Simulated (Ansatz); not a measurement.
```yaml
crystal:
  periodic: [false, false, false]
  atoms:
    - {symbol: Ge, position_ang: [-0.899532, -0.850151, -0.003186]}
    - {symbol: Ga, position_ang: [1.658848, -0.024657, 0.002566]}
    - {symbol: H, position_ang: [-0.759316, 0.874808, 0.000620]}
basis:
  gaussian: {orbitals: def2-TZVP}
hamiltonian: {xc: pbe0}
relax: {f_tol: 0.004, max_steps: 80}
```

```sh
$ ansatz run in.yaml --threads 1 --pin off --events-out ev --progress --plain --max-ram 2176MiB
```

Steps of the relaxation (energy above the last step; positions in Å, forces in eV/Å):

```
3
step 1, 58.9 meV
Ge   -0.900   -0.850   -0.003    0.018    0.893    0.002
Ga    1.659   -0.025    0.003    0.037    0.025    0.000
H    -0.759    0.875    0.001   -0.055   -0.919   -0.002
```

```
3
step 2, 9.2 meV
Ge   -0.913   -0.798   -0.003    0.026   -0.094    0.000
Ga    1.670   -0.016    0.003    0.029   -0.033    0.000
H    -0.757    0.814    0.000   -0.055    0.128    0.000
```

```
3
step 3, 6.8 meV
Ge   -0.904   -0.798   -0.003    0.009    0.010    0.000
Ga    1.679   -0.025    0.003    0.041   -0.020    0.000
H    -0.775    0.824    0.000   -0.051    0.010    0.000
```

```
3
step 7, 0.0 meV
Ge   -0.860   -0.764   -0.003    0.000    0.000    0.000
Ga    1.774   -0.085    0.003    0.000    0.000    0.000
H    -0.913    0.849    0.000    0.000    0.000    0.000
```

Close pairs at the end: Ge1–H3 1.614 Å, Ge1–Ga2 2.720 Å.

A stationary point of restricted PBE0 after 7 steps (its stability towards spin polarisation wasn't tested); no frequencies were run, so it isn't proven a minimum. 43 s on 1 thread of AMD EPYC 7R43, shared host.
